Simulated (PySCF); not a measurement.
This PySCF input asks for the NMR shieldings of SMILES NC(F)(F)F, CH2F3N; the geometry comes from PBE0-D3(BJ)/def2-TZVP.

```python
import basis_set_exchange as bse
import numpy as np
from pyscf import gto, dft
from pyscf.prop import nmr

atoms = """
N     0.464257   -0.341047   -0.721777
C    -0.369975    0.224351    0.241623
F    -1.570581   -0.356023    0.214670
F    -0.513191    1.531321    0.015830
F     0.074776    0.107579    1.516668
H     0.593334   -1.330191   -0.560060
H     1.354848    0.135258   -0.756954
"""
names = dict.fromkeys(["N", "C", "F", "H"], "pcSseg-2")
basis = {el: gto.basis.parse(bse.get_basis(n, elements=[el], fmt="nwchem")) for el, n in names.items()}
mol = gto.M(atom=atoms, basis=basis, charge=0, verbose=0)
mf = dft.RKS(mol, xc="HYB_GGA_XC_WB97X_D")
mf.grids.level = 2
mf.grids.alignment = dft.numint.BLKSIZE   # the property module wants whole blocks of grid points
mf.conv_tol = 1e-9
mf.kernel()

calc = nmr.RKS(mf)   # GIAO
C = mf.mo_coeff
Co = C[:, mf.mo_occ > 0]
resp = mf.gen_response(singlet=True, hermi=2)
def vind(x):   # induced exchange potential for any number of trial vectors
    d = np.einsum("pi,xij,qj->xpq", C, 2 * x.reshape(-1, C.shape[1], Co.shape[1]), Co, optimize=True)
    return np.einsum("xpq,pi,qj->xij", resp(d - d.transpose(0, 2, 1)), C, Co, optimize=True).ravel()
mo1, _ = nmr.rhf.solve_mo1(calc, with_cphf=vind)
sigma = calc.kernel(mo1)
for i, s in enumerate(sigma):   # ppm
    w = np.linalg.eigvalsh((s + s.T) / 2)
    print("%2d %-2s iso %8.1f  s11 %8.1f  s22 %8.1f  s33 %8.1f" % (i, mol.atom_pure_symbol(i), w.mean(), *w))
```

Q: What does it print?

A: 
```
 0 N  iso    196.8  s11    170.1  s22    171.9  s33    248.3
 1 C  iso     49.0  s11     37.1  s22     50.9  s33     59.1
 2 F  iso    251.0  s11    171.6  s22    231.6  s33    349.8
 3 F  iso    252.1  s11    173.6  s22    231.7  s33    351.1
 4 F  iso    227.1  s11    141.6  s22    189.9  s33    349.9
 5 H  iso     29.3  s11     24.0  s22     26.3  s33     37.6
 6 H  iso     29.2  s11     23.9  s22     26.3  s33     37.5
```

These numbers come from an equivalent density-fitted implementation of the same equations, which agrees with the script to about 0.01 ppm for H and up to a few tenths of a ppm for heavy atoms, so last digits may differ.

Q: Turn these shieldings into chemical shifts. References, each an isolated molecule treated in the same way: 15N (σ = 262.16 ppm) vs NH3; 13C (σ = 186.29 ppm), 1H (σ = 31.63 ppm) against TMS; 19F (σ = 184.95 ppm) against CFCl3.

A: Averaging equivalent atoms: N 0: 65.4; C 1: 137.3; F 2/3/4: -58.5; H 5/6: 2.37 ppm. Unscaled 19F shifts against computed CFCl3 carry errors that often reach 10 to 50 ppm. Experimental scales use liquid or dissolved standards, which lie at an offset from isolated NH3 (liquid NH3: subtract about 20 ppm).

Size and cost of the density-fitted run: 208 basis functions, 26 s wall time on 1 thread of an Arm Neoverse N1, shared host; peak memory 0.8 GiB.
